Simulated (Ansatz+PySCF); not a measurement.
The numbers below are computed, except where a source is named.
## Ansatz (development build ahead of 0.2.0) run

```yaml
crystal:
  periodic: [false, false, false]
  atoms:
    - { symbol: "N", position_ang: [0.0, 0.0, -0.13085] }
    - { symbol: H, position_ang: [0.0, 0.0, 0.91593] }
    - { symbol: H, position_ang: [30.0, 0.0, -1.36958] }
    - { symbol: H, position_ang: [30.0, 0.0, 1.36958] }
basis:
  gaussian: { orbitals: "6-31G" }
magnetization:
  spin_polarized: true
  initial_magnetization: 2
hamiltonian:
  xc: hf
correlation:
  method: mp2
  frozen_orbitals: { H: 0, "N": 1 }
output:
  forces: true
```

The input is written out in the form of the current development build from the run's settings.

Output:

- Converged: yes
- Reference energy: -55.93973 hartree
- Correlation energy: -0.05614 hartree
- Total energy: -55.99588 hartree
- Spin squared of the determinant: 3.003
- Stability test: minimum

Forces (eV/Å):
```tsv
atom	Fx	Fy	Fz
N1	0.000	0.000	-0.153
H2	0.000	0.000	0.153
H3	0.000	0.000	0.039
H4	0.000	0.000	-0.039
```

Caution: large amplitudes, a single reference is doubtful; the unrestricted determinant is a mixture of spin states.
